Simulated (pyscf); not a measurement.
This saddle point was located with ωB97X-D3(BJ)/def2-SVP in PySCF.

```
Ga
O 1 1.7756
H 2 0.9647 1 114.78
Cl 1 2.1364 2 117.46 3 -179.95
Cl 1 2.3264 2 121.15 3 -0.27
H 5 1.5792 3 138.10 2 179.35
```
Charge 0, spin multiplicity 2.

Surface: doublet, charge 0. Lowest wavenumbers (cm⁻¹): 1098i, 61, 78, 158, 271.

Question: Name the species on either side of this saddle.

Answer: HO–Ga(Cl)–Cl + H atom (H•) <-> [HO–Ga–Cl]• + hydrogen chloride (HCl), an atom transfer read from left to right: Cl–Ga broken and Cl–H formed. At ωB97M-D3(BJ)/def2-TZVP it lies +14.2 kcal/mol from the left side and +20.4 kcal/mol from the right (each side as separated species at their lowest minima found). On the product side the descent ends in a complex (not fully relaxed), 6.7 kcal/mol under the separated species and 24.2 kcal/mol under the saddle at ωB97X-D3(BJ)/def2-TZVP. At ωB97X-D3(BJ) the barrier from the zero used here is 16.5 kcal/mol. This is the saddle that the search found; another between the same sides may lie lower. The angle at the transferred Cl is 179°. Elements up to Kr have no core potential and no relativistic terms here.
